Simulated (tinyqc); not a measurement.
CIS on RHF in the sto-3g basis, frozen core, for BH2+, spin multiplicity 1, step by step (part 1 of 2). Computed by tinyqc, a small Python program that keeps every step (integrals from PySCF). Settings: charge = 1, multiplicity = 1, basis = sto-3g, method = RHF, frozen orbitals = 1, energy threshold = 1e-10, iteration cap = 61, orthogonalisation = canonical, start = core, DIIS depth = 6. Command: `OMP_NUM_THREADS=1 python tinyqc.py 31036 31037 out.jsonl` (the two numbers bound the seeds that draw the settings). One thread of a shared host (Intel(R) Xeon(R) Processor @ 2.60GHz), about 0.06 s of CPU time with the checks. The early iterations of the SCF are left out here.

## One-electron integrals

Geometry (angstrom):
```
atom        x         y        z
B     0.00000   0.00000  0.00000
H     0.00000   1.00100  0.58300
H     0.00000  -0.96400  0.56200
```

Basis sto-3g: exponents (1/bohr^2) and contraction coefficients of normalised primitives:
```
element  l (shell)  exponent  coefficient
B            s (1)  48.79111      0.15433
B            s (1)   8.88736      0.53533
B            s (1)   2.40527      0.44463
B            s (2)   2.23696     -0.09997
B            s (2)   0.51982      0.39951
B            s (2)   0.16906      0.70012
B            p (3)   2.23696      0.15592
B            p (3)   0.51982      0.60768
B            p (3)   0.16906      0.39196
H            s (1)   3.42525      0.15433
H            s (1)   0.62391      0.53533
H            s (1)   0.16886      0.44463
```

Overlap, kinetic and nuclear-attraction integrals over the contracted functions; the nuclear repulsion is the sum of Za Zb / Rab.

nuclear repulsion = 4.9245397 hartree

overlap S, order 1B 1s, 1B 2s, 1B 2px, 1B 2py, 1B 2pz, 2H 1s, 3H 1s:
```
[[1.00000, 0.26933, 0.00000, 0.00000, 0.00000, 0.07147, 0.07878],
 [0.26933, 1.00000, 0.00000, 0.00000, 0.00000, 0.49229, 0.51474],
 [0.00000, 0.00000, 1.00000, 0.00000, 0.00000, 0.00000, 0.00000],
 [0.00000, 0.00000, 0.00000, 1.00000, 0.00000, 0.43088, -0.44232],
 [0.00000, 0.00000, 0.00000, 0.00000, 1.00000, 0.25095, 0.25787],
 [0.07147, 0.49229, 0.00000, 0.43088, 0.25095, 1.00000, 0.12621],
 [0.07878, 0.51474, 0.00000, -0.44232, 0.25787, 0.12621, 1.00000]]
```

kinetic energy T (hartree), order 1B 1s, 1B 2s, 1B 2px, 1B 2py, 1B 2pz, 2H 1s, 3H 1s:
```
[[10.82630, -0.04797, 0.00000, 0.00000, 0.00000, -0.01374, -0.01246],
 [-0.04797, 0.35917, 0.00000, 0.00000, 0.00000, 0.09650, 0.10807],
 [0.00000, 0.00000, 1.12388, 0.00000, 0.00000, 0.00000, 0.00000],
 [0.00000, 0.00000, 0.00000, 1.12388, 0.00000, 0.21272, -0.23229],
 [0.00000, 0.00000, 0.00000, 0.00000, 1.12388, 0.12389, 0.13542],
 [-0.01374, 0.09650, 0.00000, 0.21272, 0.12389, 0.76003, -0.00965],
 [-0.01246, 0.10807, 0.00000, -0.23229, 0.13542, -0.00965, 0.76003]]
```

nuclear attraction V (hartree), order 1B 1s, 1B 2s, 1B 2px, 1B 2py, 1B 2pz, 2H 1s, 3H 1s:
```
[[-24.07844, -3.39012, 0.00000, 0.00131, -0.02051, -0.90919, -1.00489],
 [-3.39012, -4.66213, 0.00000, 0.00707, -0.17285, -2.05969, -2.18453],
 [0.00000, 0.00000, -4.54473, 0.00000, 0.00000, 0.00000, 0.00000],
 [0.00131, 0.00707, 0.00000, -4.74043, 0.00348, -1.70307, 1.77969],
 [-0.02051, -0.17285, 0.00000, 0.00348, -4.61118, -1.03013, -1.07697],
 [-0.90919, -2.05969, 0.00000, -1.70307, -1.03013, -3.74228, -0.52068],
 [-1.00489, -2.18453, 0.00000, 1.77969, -1.07697, -0.52068, -3.82077]]
```

core Hamiltonian H = T + V (hartree), order 1B 1s, 1B 2s, 1B 2px, 1B 2py, 1B 2pz, 2H 1s, 3H 1s:
```
[[-13.25214, -3.43809, 0.00000, 0.00131, -0.02051, -0.92294, -1.01735],
 [-3.43809, -4.30296, 0.00000, 0.00707, -0.17285, -1.96319, -2.07646],
 [0.00000, 0.00000, -3.42084, 0.00000, 0.00000, 0.00000, 0.00000],
 [0.00131, 0.00707, 0.00000, -3.61655, 0.00348, -1.49034, 1.54740],
 [-0.02051, -0.17285, 0.00000, 0.00348, -3.48730, -0.90623, -0.94155],
 [-0.92294, -1.96319, 0.00000, -1.49034, -0.90623, -2.98225, -0.53033],
 [-1.01735, -2.07646, 0.00000, 1.54740, -0.94155, -0.53033, -3.06074]]
```

## Two-electron integrals

Functions are numbered as in S; the eight-fold symmetry (ij|kl) = (ji|kl) = (kl|ij) leaves the list below.

Two-electron integrals (ij|kl) in chemists' order, unique and non-zero (hartree):
```
(11|11) 2.92351    (21|11) 0.51838    (21|21) 0.10926    (22|11) 0.74423
(22|21) 0.19318    (22|22) 0.54480    (31|31) 0.02026    (32|31) 0.03000
(32|32) 0.12035    (33|11) 0.74249    (33|21) 0.19324    (33|22) 0.54468
(33|33) 0.58677    (41|41) 0.02026    (42|41) 0.03000    (42|42) 0.12035
(43|43) 0.03163    (44|11) 0.74249    (44|21) 0.19324    (44|22) 0.54468
(44|33) 0.52351    (44|44) 0.58677    (51|51) 0.02026    (52|51) 0.03000
(52|52) 0.12035    (53|53) 0.03163    (54|54) 0.03163    (55|11) 0.74249
(55|21) 0.19324    (55|22) 0.54468    (55|33) 0.52351    (55|44) 0.52351
(55|55) 0.58677    (61|11) 0.13754    (61|21) 0.02887    (61|22) 0.05112
(61|33) 0.05087    (61|41) 0.00184    (61|42) 0.00335    (61|44) 0.05146
(61|51) 0.00107    (61|52) 0.00195    (61|54) 0.00034    (61|55) 0.05107
(61|61) 0.00788    (62|11) 0.29938    (62|21) 0.07873    (62|22) 0.24048
(62|33) 0.23393    (62|41) 0.00751    (62|42) 0.04363    (62|44) 0.24843
(62|51) 0.00437    (62|52) 0.02541    (62|54) 0.00844    (62|55) 0.23885
(62|61) 0.02216    (62|62) 0.14028    (63|31) 0.00831    (63|32) 0.03767
(63|43) 0.00840    (63|53) 0.00489    (63|63) 0.01653    (64|11) 0.23199
(64|21) 0.06187    (64|22) 0.19946    (64|33) 0.18881    (64|41) 0.01347
(64|42) 0.07109    (64|44) 0.21678    (64|51) 0.00301    (64|52) 0.01946
(64|54) 0.01140    (64|55) 0.19260    (64|61) 0.01837    (64|62) 0.13667
(64|64) 0.14697    (65|11) 0.13512    (65|21) 0.03604    (65|22) 0.11617
(65|33) 0.10996    (65|41) 0.00301    (65|42) 0.01946    (65|44) 0.11647
(65|51) 0.01006    (65|52) 0.04901    (65|54) 0.01219    (65|55) 0.12196
(65|61) 0.01070    (65|62) 0.07960    (65|64) 0.07597    (65|65) 0.06078
(66|11) 0.44851    (66|21) 0.12020    (66|22) 0.41240    (66|33) 0.38763
(66|41) 0.01486    (66|42) 0.11138    (66|44) 0.44281    (66|51) 0.00866
(66|52) 0.06487    (66|54) 0.03214    (66|55) 0.40635    (66|61) 0.03465
(66|62) 0.29796    (66|64) 0.31707    (66|65) 0.18467    (66|66) 0.77461
(71|11) 0.15190    (71|21) 0.03186    (71|22) 0.05637    (71|33) 0.05609
(71|41) -0.00204   (71|42) -0.00370   (71|44) 0.05674    (71|51) 0.00119
(71|52) 0.00216    (71|54) -0.00038   (71|55) 0.05631    (71|61) 0.00829
(71|62) 0.02234    (71|64) 0.01661    (71|65) 0.01079    (71|66) 0.03380
(71|71) 0.00960    (72|11) 0.31836    (72|21) 0.08365    (72|22) 0.25403
(72|33) 0.24726    (72|41) -0.00797   (72|42) -0.04552   (72|44) 0.26224
(72|51) 0.00464    (72|52) 0.02654    (72|54) -0.00873   (72|55) 0.25236
(72|61) 0.02152    (72|62) 0.10204    (72|64) 0.07258    (72|65) 0.05636
(72|66) 0.16834    (72|71) 0.02595    (72|72) 0.15435    (73|31) 0.00900
(73|32) 0.04033    (73|43) -0.00886   (73|53) 0.00517    (73|63) 0.01122
(73|73) 0.01862    (74|11) -0.24258   (74|21) -0.06466   (74|22) -0.20725
(74|33) -0.19618   (74|41) 0.01441    (74|42) 0.07473    (74|44) -0.22531
(74|51) -0.00315   (74|52) -0.02005   (74|54) 0.01182    (74|55) -0.20005
(74|61) -0.01571   (74|62) -0.07086   (74|64) -0.04067   (74|65) -0.03838
(74|66) -0.10822   (74|71) -0.02120   (74|72) -0.14807   (74|74) 0.15777
(75|11) 0.14142    (75|21) 0.03770    (75|22) 0.12082    (75|33) 0.11437
(75|41) -0.00315   (75|42) -0.02005   (75|44) 0.12102    (75|51) 0.01084
(75|52) 0.05202    (75|54) -0.01274   (75|55) 0.12696    (75|61) 0.01026
(75|62) 0.05576    (75|64) 0.03883    (75|65) 0.04132    (75|66) 0.09684
(75|71) 0.01236    (75|72) 0.08632    (75|74) -0.08112   (75|75) 0.06591
(76|11) 0.07536    (76|21) 0.01979    (76|22) 0.06081    (76|33) 0.05908
(76|41) 2.36e-05   (76|42) 0.00022    (76|44) 0.06117    (76|51) 0.00186
(76|52) 0.01074    (76|54) 0.00006    (76|55) 0.06211    (76|61) 0.00538
(76|62) 0.03080    (76|64) 0.02614    (76|65) 0.01901    (76|66) 0.05966
(76|71) 0.00593    (76|72) 0.03211    (76|74) -0.02661   (76|75) 0.01960
(76|76) 0.00826    (77|11) 0.46403    (77|21) 0.12425    (77|22) 0.42240
(77|33) 0.39710    (77|41) -0.01569   (77|42) -0.11429   (77|44) 0.45346
(77|51) 0.00915    (77|52) 0.06663    (77|54) -0.03286   (77|55) 0.41625
(77|61) 0.03167    (77|62) 0.16294    (77|64) 0.10730    (77|65) 0.09480
(77|66) 0.26825    (77|71) 0.03954    (77|72) 0.31451    (77|74) -0.33013
(77|75) 0.19246    (77|76) 0.05966    (77|77) 0.77461
```

## Orthogonalisation

S = U s U^T; canonical form X = U s^(-1/2), so that X^T S X = 1. Each column of U has its largest component positive (the first on a tie).

eigenvalues of S: [0.24511, 0.31822, 0.85723, 1.00000, 1.09418, 1.55715, 1.92810]

X, order 1B 1s, 1B 2s, 1B 2px, 1B 2py, 1B 2pz, 2H 1s, 3H 1s:
```
[[-0.29262, -0.05663, 0.80229, 0.00000, -0.57363, 0.00578, 0.18520],
 [1.33925, 0.19513, -0.33186, 0.00000, -0.27198, 0.01407, 0.43960],
 [0.00000, 0.00000, 0.00000, 1.00000, 0.00000, 0.00000, 0.00000],
 [-0.22175, 1.17196, 0.00301, 0.00000, -0.00579, 0.59448, -0.01636],
 [0.62288, 0.09324, 0.59713, 0.00000, 0.69144, 0.00871, 0.19490],
 [-0.74204, -1.05425, -0.17027, 0.00000, 0.12905, 0.39420, 0.34259],
 [-1.10130, 0.77945, -0.16489, 0.00000, 0.12695, -0.36481, 0.36807]]
```

## Starting guess

The start is the orbitals of the core Hamiltonian; D = 2 C_occ C_occ^T.

D at the start, order 1B 1s, 1B 2s, 1B 2px, 1B 2py, 1B 2pz, 2H 1s, 3H 1s:
```
[[2.13472, -0.52488, 0.00000, 0.00072, -0.27878, 0.06884, 0.06775],
 [-0.52488, 1.99510, 0.00000, -0.00437, 1.14244, -0.22634, -0.21920],
 [0.00000, 0.00000, 0.00000, 0.00000, 0.00000, 0.00000, 0.00000],
 [0.00072, -0.00437, 0.00000, 2.35920, 0.00602, -0.23253, 0.22302],
 [-0.27878, 1.14244, 0.00000, 0.00602, 0.65445, -0.13035, -0.12460],
 [0.06884, -0.22634, 0.00000, -0.23253, -0.13035, 0.04874, 0.00293],
 [0.06775, -0.21920, 0.00000, 0.22302, -0.12460, 0.00293, 0.04512]]
```

## Iteration 9 (converged): orbitals

converged F (hartree), order 1B 1s, 1B 2s, 1B 2px, 1B 2py, 1B 2pz, 2H 1s, 3H 1s:
```
[[-7.95985, -2.31351, 0.00000, 0.00072, 0.00969, -0.62571, -0.68901],
 [-2.31351, -1.47472, 0.00000, 0.00754, -0.15338, -0.78907, -0.82965],
 [0.00000, 0.00000, -0.18804, 0.00000, 0.00000, 0.00000, 0.00000],
 [0.00072, 0.00754, 0.00000, -0.69210, 0.00610, -0.51490, 0.52817],
 [0.00969, -0.15338, 0.00000, 0.00610, -0.27606, -0.26018, -0.26951],
 [-0.62571, -0.78907, 0.00000, -0.51490, -0.26018, -0.75567, -0.22736],
 [-0.68901, -0.82965, 0.00000, 0.52817, -0.26951, -0.22736, -0.79367]]
```

Diagonalise F' = X^T F X, C = X C', fill 3 alpha and 3 beta electrons from the bottom; D = 2 C_occ C_occ^T. Each column has its largest component positive (the first on a tie).

F' = X^T F X (hartree):
```
[[0.32838, -0.03551, 0.44281, 0.00000, -0.25046, -0.00241, 0.05883],
 [-0.03551, 0.37472, 0.10750, 0.00000, -0.07224, 0.00404, 0.02403],
 [0.44281, 0.10750, -3.85929, 0.00000, 3.34033, -0.04145, -1.70135],
 [0.00000, 0.00000, 0.00000, -0.18804, 0.00000, 0.00000, 0.00000],
 [-0.25046, -0.07224, 3.34033, 0.00000, -3.35310, 0.04744, 1.71426],
 [-0.00241, 0.00404, -0.04145, 0.00000, 0.04744, -0.87372, -0.02049],
 [0.05883, 0.02403, -1.70135, 0.00000, 1.71426, -0.02049, -1.97814]]
```

orbital energies (hartree): [-7.96449, -1.02789, -0.87319, -0.26152, -0.18804, 0.36048, 0.40546]

coefficients C, order 1B 1s, 1B 2s, 1B 2px, 1B 2py, 1B 2pz, 2H 1s, 3H 1s:
```
[[0.99207, -0.23479, -0.01031, 0.13431, 0.00000, 0.14574, 0.13099],
 [0.03146, 0.62604, 0.03760, -0.56681, 0.00000, -0.88541, -0.84243],
 [0.00000, 0.00000, 0.00000, 0.00000, 1.00000, 0.00000, 0.00000],
 [-0.00027, -0.02565, 0.59034, -0.00029, 0.00000, -0.77928, 0.90551],
 [0.00201, 0.13371, 0.00376, 0.81841, 0.00000, -0.56275, -0.51479],
 [-0.00565, 0.28485, 0.39671, 0.19613, 0.00000, 1.30379, -0.05999],
 [-0.00583, 0.32317, -0.36777, 0.18897, 0.00000, 0.09245, 1.35952]]
```

D after iteration 9, order 1B 1s, 1B 2s, 1B 2px, 1B 2py, 1B 2pz, 2H 1s, 3H 1s:
```
[[2.07888, -0.23232, 0.00000, -0.00066, -0.05888, -0.15314, -0.15574],
 [-0.23232, 0.78865, 0.00000, 0.01227, 0.16782, 0.38613, 0.37660],
 [0.00000, 0.00000, 0.00000, 0.00000, 0.00000, 0.00000, 0.00000],
 [-0.00066, 0.01227, 0.00000, 0.69831, -0.00242, 0.45377, -0.45078],
 [-0.05888, 0.16782, 0.00000, -0.00242, 0.03579, 0.07914, 0.08363],
 [-0.15314, 0.38613, 0.00000, 0.45377, 0.07914, 0.47710, -0.10762],
 [-0.15574, 0.37660, 0.00000, -0.45078, 0.08363, -0.10762, 0.47944]]
```

## Convergence

Stop when the energy changes by less than 1e-10 hartree and every element of the error matrix X^T (F D S - S D F) X is below 3e-06.

Course of the cycle:
```
iteration  E (hartree)     change  largest element of the error matrix
1          -24.1791441          -                             8.13e-01
2          -25.0984453  -9.19e-01                             1.01e-01
3          -25.1176332  -1.92e-02                             2.52e-02
4          -25.1192730  -1.64e-03                             4.59e-03
5          -25.1193352  -6.22e-05                             5.05e-04
6          -25.1193357  -5.48e-07                             1.60e-04
7          -25.1193358  -7.51e-08                             6.43e-05
8          -25.1193358  -1.45e-08                             2.80e-06
9          -25.1193358  -2.88e-11                             1.06e-07
```

PySCF RHF in the same basis = -25.1193358 hartree

Converged in 9 iterations.

## Populations, bond orders and dipole

Mulliken: Z minus the diagonal of D S on the atom; Loewdin: the same with S^(1/2) D S^(1/2); Mayer order: 2 sum_s sum (D(s) S)_ij (D(s) S)_ji over the two atoms.

Charges (e):
```
atom  Mulliken  Loewdin
1B     0.72645  0.81884
2H     0.14196  0.09623
3H     0.13160  0.08493
```

Mayer bond orders:
```
pair    order
2-1   0.97796
3-1   0.98079
3-2   0.00189
```

dipole moment about the origin, x y z (debye): [0.00000, 0.05321, -0.68411]

## Integrals over molecular orbitals

(pq|rs) = sum C_ip C_jq C_kr C_ls (ij|kl), one index at a time.

one-electron integrals over orbitals h = C^T H C (hartree):
```
[[-13.23847, 0.28640, 0.01308, -0.18754, 0.00000, -0.14744, -0.13173],
 [0.28640, -3.57496, 0.00692, 0.03987, 0.00000, 0.35803, 0.34166],
 [0.01308, 0.00692, -3.36488, 0.00881, 0.00000, 0.34842, -0.34397],
 [-0.18754, 0.03987, 0.00881, -3.34238, 0.00000, 0.17457, 0.14758],
 [0.00000, 0.00000, 0.00000, 0.00000, -3.42084, 0.00000, 0.00000],
 [-0.14744, 0.35803, 0.34842, 0.17457, 0.00000, -2.72035, 0.00605],
 [-0.13173, 0.34166, -0.34397, 0.14758, 0.00000, 0.00605, -2.71033]]
```

Two-electron integrals over orbitals (pq|rs), unique and non-zero (hartree); the lowest 1 orbital is frozen and left out:
```
(22|22) 0.49821    (32|22) -0.01546   (32|32) 0.14447    (33|22) 0.48510
(33|32) 0.01121    (33|33) 0.50564    (42|22) 0.03367    (42|32) 0.00007
(42|33) 0.01963    (42|42) 0.06359    (43|22) -0.00054   (43|32) 0.01532
(43|33) 0.00191    (43|42) 0.00223    (43|43) 0.02889    (44|22) 0.44366
(44|32) -0.00047   (44|33) 0.44010    (44|42) -0.06521   (44|43) -0.00468
(44|44) 0.59709    (52|52) 0.07352    (53|52) 0.00236    (53|53) 0.02081
(54|52) -0.03137   (54|53) -0.00166   (54|54) 0.04483    (55|22) 0.47802
(55|32) -0.00054   (55|33) 0.45440    (55|42) -0.02848   (55|43) -0.00275
(55|44) 0.51431    (55|55) 0.58677    (62|22) -0.03551   (62|32) 0.01296
(62|33) -0.00709   (62|42) -0.00076   (62|43) 0.02014    (62|44) -0.04171
(62|55) -0.06891   (62|62) 0.06719    (63|22) -0.02236   (63|32) 0.05130
(63|33) -0.00993   (63|42) 0.03430    (63|43) 0.01844    (63|44) -0.07022
(63|55) -0.06795   (63|62) 0.05762    (63|63) 0.09422    (64|22) -0.02080
(64|32) 0.04582    (64|33) 0.00097    (64|42) -0.00136   (64|43) -0.00729
(64|44) -0.02732   (64|55) -0.02393   (64|62) 0.02320    (64|63) 0.03335
(64|64) 0.03989    (65|52) -0.03909   (65|53) -0.01265   (65|54) 0.01106
(65|65) 0.03353    (66|22) 0.48273    (66|32) 0.11420    (66|33) 0.50696
(66|42) 0.03339    (66|43) 0.02875    (66|44) 0.44255    (66|55) 0.46477
(66|62) 0.01370    (66|63) 0.05728    (66|64) 0.02806    (66|66) 0.64152
(72|22) -0.02769   (72|32) -0.02281   (72|33) -0.00902   (72|42) 0.00481
(72|43) -0.02299   (72|44) -0.04296   (72|55) -0.06617   (72|62) 0.01707
(72|63) 0.00213    (72|64) 0.01844    (72|66) -0.05189   (72|72) 0.07395
(73|22) 0.00923    (73|32) 0.04504    (73|33) 0.01777    (73|42) -0.03954
(73|43) 0.00982    (73|44) 0.07363    (73|55) 0.06711    (73|62) -0.01260
(73|63) -0.01713   (73|64) 0.00058    (73|66) 0.05187    (73|72) -0.05897
(73|73) 0.08640    (74|22) -0.00873   (74|32) -0.05198   (74|33) -0.00767
(74|42) -0.00289   (74|43) 0.00899    (74|44) -0.02267   (74|55) -0.01963
(74|62) 0.01915    (74|63) -0.00583   (74|64) -0.01482   (74|66) -0.04581
(74|72) 0.02085    (74|73) -0.03006   (74|74) 0.04276    (75|52) -0.03654
(75|53) 0.01033    (75|54) 0.01038    (75|65) 0.01452    (75|75) 0.03093
(76|22) 0.01510    (76|32) -0.01274   (76|33) -0.00368   (76|42) 0.02781
(76|43) -0.00170   (76|44) -0.02530   (76|55) -0.00073   (76|62) -0.01259
(76|63) 0.00750    (76|64) -0.01011   (76|66) -0.00320   (76|72) -0.00205
(76|73) -0.02331   (76|74) -0.00101   (76|76) 0.02274    (77|22) 0.50596
(77|32) -0.11742   (77|33) 0.48892    (77|42) 0.02805    (77|43) -0.02647
(77|44) 0.45186    (77|55) 0.46997    (77|62) -0.04356   (77|63) -0.06859
(77|64) -0.04234   (77|66) 0.40034    (77|72) 0.02766    (77|73) -0.04581
(77|74) 0.03358    (77|76) 0.01964    (77|77) 0.64323
```

## CIS matrix, singlets

A(ia,jb) = (e_a - e_i) d_ij d_ab + 2 (ia|jb) - (ij|ab).

CIS matrix A, singlet (hartree), order 2>4, 2>5, 2>6, 2>7, 3>4, 3>5, 3>6, 3>7:
```
[[0.44988, 0.00000, 0.01927, 0.01835, 0.00493, 0.00000, 0.02278, -0.02709],
 [0.00000, 0.50887, 0.00000, 0.00000, 0.00000, 0.00526, 0.00000, 0.00000],
 [0.01927, 0.00000, 1.04002, 0.01904, -0.00555, 0.00000, 0.00104, -0.01246],
 [0.01835, 0.00000, 0.01904, 1.07529, 0.00601, 0.00000, 0.01700, -0.00053],
 [0.00493, 0.00000, -0.00555, 0.00601, 0.22934, 0.00000, 0.03591, 0.02730],
 [0.00000, 0.00526, 0.00000, 0.00000, 0.00000, 0.27237, 0.00000, 0.00000],
 [0.02278, 0.00000, 0.00104, 0.01700, 0.03591, 0.00000, 0.91514, -0.03058],
 [-0.02709, 0.00000, -0.01246, -0.00053, 0.02730, 0.00000, -0.03058, 0.96254]]
```

## CIS singlet states

dipole integrals <i|r|a> (bohr), order 2>4, 2>5, 2>6, 2>7, 3>4, 3>5, 3>6, 3>7:
```
[[0.00000, 0.00718, 0.80553],
 [0.81190, 0.00000, 0.00000],
 [0.00000, 0.26832, 0.08082],
 [0.00000, -0.36005, 0.11530],
 [0.00000, 0.07743, 0.04846],
 [0.03920, 0.00000, 0.00000],
 [0.00000, 0.72839, 0.48926],
 [0.00000, 0.60773, -0.53175]]
```

Diagonalise A (1 hartree = 27.211386 eV); each vector has its largest component positive (the first on a tie). The transition dipole is mu = sqrt2 sum c_ia <i|r|a>.

singlet excitation energies (eV): [6.15438, 7.40842, 12.15136, 13.85033, 24.53156, 26.58416, 28.13593, 29.57997]

lowest vectors, order 2>4, 2>5, 2>6, 2>7, 3>4, 3>5, 3>6, 3>7:
```
[[-0.02153, 0.00000, 0.99676, 0.00000, 0.01771, -0.05525],
 [0.00000, -0.02223, 0.00000, 0.99975, 0.00000, 0.00000],
 [0.00690, 0.00000, -0.03022, 0.00000, 0.04558, 0.18255],
 [-0.00571, 0.00000, -0.02710, 0.00000, -0.09502, 0.05374],
 [0.99753, 0.00000, 0.02104, 0.00000, 0.06421, 0.01010],
 [0.00000, 0.99975, 0.00000, 0.02223, 0.00000, 0.00000],
 [-0.05292, 0.00000, -0.04591, 0.00000, 0.89195, -0.43193],
 [-0.03986, 0.00000, 0.04774, 0.00000, 0.43462, 0.87981]]
```

oscillator strengths 2/3 w |mu|^2: [0.00031, 0.00016, 0.33541, 0.44810, 1.17595, 0.72382]

## CIS matrix, triplets

A(ia,jb) = (e_a - e_i) d_ij d_ab - (ij|ab).

CIS matrix A, triplet (hartree), order 2>4, 2>5, 2>6, 2>7, 3>4, 3>5, 3>6, 3>7:
```
[[0.32271, 0.00000, 0.02080, 0.00873, 0.00047, 0.00000, -0.04582, 0.05198],
 [0.00000, 0.36183, 0.00000, 0.00000, 0.00000, 0.00054, 0.00000, 0.00000],
 [0.02080, 0.00000, 0.90564, -0.01510, -0.04582, 0.00000, -0.11420, 0.01274],
 [0.00873, 0.00000, -0.01510, 0.92740, 0.05198, 0.00000, 0.01274, 0.11742],
 [0.00047, 0.00000, -0.04582, 0.05198, 0.17156, 0.00000, -0.00097, 0.00767],
 [0.00000, 0.00054, 0.00000, 0.00000, 0.00000, 0.23075, 0.00000, 0.00000],
 [-0.04582, 0.00000, -0.11420, 0.01274, -0.00097, 0.00000, 0.72671, 0.00368],
 [0.05198, 0.00000, 0.01274, 0.11742, 0.00767, 0.00000, 0.00368, 0.78973]]
```
